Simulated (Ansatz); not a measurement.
**Property card for Co$_{3}$Sn$_{2}$**

All numbers below come from Ansatz, DFT PBEsol, scalar-relativistic, plane waves, PAW.

Settings: cutoff 420 eV, Γ-centred mesh 12×12×8 on the computed 5-atom cell, Gaussian smearing of 0.10 eV; collinear spin from starting moments 1.13 1.13 0.49 0 0 μB.

The structure is relaxed at this level of theory with its symmetry kept. Whether it is the stable form of this composition wasn't checked.

```
CELL_PARAMETERS angstrom
4.16314 0.00000 0.00000
-2.08157 3.60539 0.00000
0.00000 0.00000 4.99313
ATOMIC_POSITIONS crystal
Co 0.00000 0.00000 0.74610
Co 0.00000 0.00000 0.25390
Co 0.66667 0.33333 0.00000
Sn 0.66667 0.33333 0.50000
Sn 0.33333 0.66667 0.00000
```

**Question.** Formation energy from the elements' standard states (uncorrected)?

**Answer.** +0.027 eV/atom.

**Question.** Density of states at the Fermi level?

**Answer.** 4.23 states/eV per cell.

**Question.** Löwdin character within 0.5 eV of the Fermi level?

**Answer.** Co 3d 87 %, Sn 5p 8 %.

**Question.** Bader charges (e)?

**Answer.** Co (2 in the cell) -0.19, Co (1 in the cell) -0.41, Sn (1 in the cell) 0.38, Sn (1 in the cell) 0.41.

**Question.** Total moment?

**Answer.** 2.32 μB per cell.

**Question.** Site moments (μB; atoms counted from 1 over the whole cell)?

**Answer.** Co (atom 1) 1.03, Co (atom 2) 1.03, Co (atom 3) 0.44.

Only this magnetic start was tried.